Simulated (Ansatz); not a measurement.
This geometry of C2H5N (8 atoms, charge 0, multiplicity 1) is a first-order saddle point.

Theory: RKS PBE0-D4/STO-3G (Ansatz 0.2.0).

```xyz
8
Properties=species:S:1:pos:R:3
C -0.555 0.597 -0.192
C 0.627 -0.163 0.420
N 0.976 -1.401 0.198
H -0.461 0.639 -1.287
H -1.503 0.091 0.044
H -0.602 1.622 0.193
H 1.254 0.406 1.129
H 0.263 -1.790 -0.505
```

Question: Which two structures does it join? (They come from a converged band through this point; their orientation in space is the band's.)

Answer: No bond is made or broken. The dihedral H5–C1–C2–N3 goes from 2 to 121°. The two ends are copies of one structure, up to a mirror image or an exchange of like atoms.

Initial state:

```xyz
8
Properties=species:S:1:pos:R:3
C -0.480 0.603 -0.322
C 0.682 -0.169 0.301
N 0.734 -1.435 0.612
H -0.179 1.026 -1.293
H -1.348 -0.051 -0.475
H -0.774 1.440 0.328
H 1.586 0.431 0.508
H -0.221 -1.845 0.341
```

Final state:

```xyz
8
Properties=species:S:1:pos:R:3
C -0.634 0.532 -0.113
C 0.553 -0.228 0.475
N 1.228 -1.208 -0.059
H -0.892 0.146 -1.108
H -1.511 0.438 0.544
H -0.396 1.603 -0.199
H 0.871 0.103 1.480
H 0.780 -1.386 -1.019
```

Question: How far does it lie above each of them?

Answer: 1.2 kcal/mol above the first and 1.2 kcal/mol above the second. This is the barrier of this one path; another mechanism may lie lower. Limits of this set-up: minimal basis.

Run time: 26 s on 1 thread of Arm Neoverse V2 (shared host), peak memory 0.081 GiB.
